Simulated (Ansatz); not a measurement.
Two shapes of triplet C4H5N.

Shape 1:

```xyz
10

N     1.1082    0.1316   -0.0333
C     0.2081    0.7947   -0.8104
C    -1.0395    0.3552   -0.4838
C    -0.8830   -0.6221    0.5451
C     0.4522   -0.7297    0.7927
H     2.0953    0.2651   -0.0563
H     0.5242    1.5255   -1.5374
H    -1.9642    0.6898   -0.9261
H    -1.6662   -1.1751    1.0396
H     0.9854   -1.3538    1.4914
```

Shape 2:

```xyz
10

N     0.4135    0.4075    0.9546
C     0.7090    0.8811   -0.2921
C     0.0079    0.1236   -1.2066
C    -0.7354   -0.8406   -0.4730
C    -0.4616   -0.6373    0.8632
H     0.7872    0.7758    1.8173
H     1.3916    1.7163   -0.4335
H     0.0284    0.2506   -2.2873
H    -1.3995   -1.6018   -0.8780
H    -0.8211   -1.1541    1.7503
```

Basis set: def2-SVP (spherical functions). Correlated methods keep 5 orbitals frozen. Charge 0, multiplicity 3.

Computed with Ansatz (development build ahead of 0.2.0); each method stands on the lowest determinant of its kind that the runs found.

**Question.** Which shape is lower in energy, and by how much in each method?

**Answer.**

```csv
method,E(2) − E(1) (eV)
UHF,-0.168
UHF-MP2,-0.190
```

Shape 2 is lower. Caution: another spin multiplicity may lie lower; the unrestricted determinant is spin contaminated; the determinant breaks the point group.
